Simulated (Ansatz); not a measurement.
Molecule (SMILES): [SiH2] (SiH2) (closed-shell singlet).
Atoms: Si1, H2, H3. Bonds: Si1-H2, Si1-H3.

Basis-set convergence of the lowest harmonic wavenumber at MP2 with Ansatz (a first-principles code). Each level at its own minimum, finite differences of forces, unscaled; the reference is a large set that could be run, not a limit. Cartesian d functions, on some or all atoms, in 6-311G**, 6-311+G**; all else is spherical. Cores are frozen. A restricted Hartree-Fock determinant is unstable towards unrestricted orbitals. No added dispersion term, no relativity. Reference: the value in def2-QZVPP, 1048 cm⁻¹, itself unsure by roughly 2 cm⁻¹ (its mean distance from cc-pV(Q+d)Z, aug-cc-pV(T+d)Z, def2-TZVPPD). Deviations are taken from unrounded values.

| basis | functions | lowest harmonic wavenumber (cm⁻¹) |
|---|---|---|
| cc-pV(D+d)Z | 33 | 1061 |
| aug-cc-pV(D+d)Z | 50 | 1050 |
| 6-311G** | 39 | 1068 |
| 6-311+G** | 43 | 1068 |
| cc-pV(T+d)Z | 67 | 1051 |
| aug-cc-pV(T+d)Z | 101 | 1045 |
| def2-TZVPP | 70 | 1051 |
| def2-TZVPPD | 82 | 1049 |

What the diffuse functions change, pair by pair:
- cc-pV(D+d)Z to aug-cc-pV(D+d)Z: 17 more functions, deviation 14 to 3 cm⁻¹
- 6-311G** to 6-311+G**: 4 more functions, deviation 20 to 20 cm⁻¹
- cc-pV(T+d)Z to aug-cc-pV(T+d)Z: 34 more functions, deviation 3 to -3 cm⁻¹
- def2-TZVPP to def2-TZVPPD: 12 more functions, deviation 3 to 1 cm⁻¹

They bring the value nearer the reference by more than 2 cm⁻¹ in 2 of 4 pairs.
